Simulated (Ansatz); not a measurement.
System: dihydrogen, H$_{2}$, net charge 0, singlet state. SMILES: [H][H]
Geometry from a B3LYP-D3(BJ)/def2-TZVP (Ansatz, an electronic-structure program) optimisation:
```
H
H 1 0.7440
```

Wanted: enthalpy of formation at 298 K, in kcal/mol. Terms: LANL2DZ all-electron up to Ne; non-relativistic; no spin-orbit coupling; open shells spin-unrestricted; valence correlation only; six Cartesian d functions in 6-31G* and its kin unless marked 5d. CBS marks a two-point X^-3 extrapolation of the correlation energy; Hartree-Fock from the larger set (for Q and 5 zeta extrapolated as (X+1)exp(-9√X)). First-principles rows: single points at B3LYP-D3(BJ) geometries (Ansatz), with unscaled harmonic terms from B3LYP/6-31G* at its own minima, enthalpies of formation by atomisation with measured atoms.

Measured values: Active Thermochemical Tables 1.112 (ions: stationary electron), as tabulated in the package chemicals; they hold spin-orbit and core effects, anharmonicity. 

Value to compare with, the measured value: 0.0 kcal/mol.

```csv
level,program,enthalpy of formation at 298 K (kcal/mol),error
B3LYP/STO-3G,Ansatz,-34.8,-34.8
B3LYP/3-21G,Ansatz,-0.8,-0.8
B3LYP/LANL2DZ,Ansatz,-1.1,-1.1
B3LYP/6-31G*,Ansatz,-0.1,-0.1
B3LYP/6-31G**,Ansatz,-2.0,-2.0
B3LYP/def2-SVP,Ansatz,2.3,2.3
B3LYP/cc-pVDZ,Ansatz,2.5,2.5
B3LYP/6-311+G**,Ansatz,-0.3,-0.3
B3LYP/def2-TZVPD,Ansatz,-0.4,-0.4
"CCSD(T)/CBS(cc-pVQZ,cc-pV5Z)",Ansatz,0.2,0.2
```

Among the 8 habitual levels, B3LYP/STO-3G lies farthest from the measured value (-34.8 kcal/mol); 2 of 8 lie above it, and their mean absolute error is 5.5 kcal/mol, the median 1.6. One case shows no general order.

The sets are all those run for this method; runs whose electronic state is in doubt are left out.
